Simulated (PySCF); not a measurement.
Species: FH.
InChI=1S/FH/h1H

Method used: PBE0/6-31+G* geometry optimisation, gas phase in PySCF.

Take the most abundant isotopes and a rigid rotor. 

(1) What are the moment of inertia and the rotational constant?

(2) List the first levels of a rigid rotor in a Σ state.

(3) Where do the first rotational lines fall?

(4) Estimate the classical rotational partition function at 298.15 K and 500 K.

## Answers

(1) I = 0.836 u·Å², B = 505379 MHz·u·Å²/I = 604389 MHz (20.1602 cm⁻¹, or 29.006 K as hB/k). For two atoms I = μr² with μ = 0.9571 u and r = 0.9347 Å.

(2) E(J) = BJ(J+1): J = 1: 40.320, J = 2: 120.961, J = 3: 241.923, J = 4: 403.205, J = 5: 604.807, J = 6: 846.730 cm⁻¹.

(3) The dipole is 2.03 D; J+1 ← J lies at 2B(J+1): 1 ← 0 at 1208.78 GHz, 2 ← 1 at 2417.55 GHz, 3 ← 2 at 3626.33 GHz, 4 ← 3 at 4835.11 GHz, 5 ← 4 at 6043.89 GHz, 6 ← 5 at 7252.66 GHz.

(4) Point group C∞v, symmetry number σ = 1; q = kT/(σhB), k/h = 20836.6 MHz/K: 10.3 at 298.15 K, 17.2 at 500 K.

No PBE0/6-31+G* frequencies stand behind this structure, so it isn't proved a minimum. Zero-point vibration and centrifugal distortion are left out.
